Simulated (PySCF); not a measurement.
## Working out the electron affinity of F

F⁻ [Ne] (1S) → F [He] 2s2 2p5 (2P). All numbers are calculated (PySCF 2.14, scalar relativity by spin-free X2C-1e, in aug-cc-pCVTZ-DK). Frozen: nothing. Energies in hartree (1 hartree = 27.21139 eV):

| part | F⁻ (lower) | F (upper) |
| --- | --- | --- |
| UHF | -99.537284 | -99.493777 |
| CCSD correlation | -0.349634 | -0.277569 |
| (T) | -0.010990 | -0.004873 |

Problem. What does Hartree-Fock give?

Solution. (-99.493777) − (-99.537284) = 0.043507 hartree = 1.184 eV.

Problem. What do CCSD and CCSD(T) give?

Solution. The CCSD correlation energies differ by 0.072065 hartree = 1.961 eV and the triples by 0.006117 hartree = 0.166 eV, so CCSD gives 3.145 eV and CCSD(T) 3.311 eV.

A first-order spin-orbit estimate adds -0.017 eV to CCSD(T) (valence and next inner shell), giving 3.294 eV against 3.401 eV (measured; photodetachment measurements, as compiled on the Wikipedia data page of electron affinities).

What remains against the reference includes basis incompleteness and higher excitations.
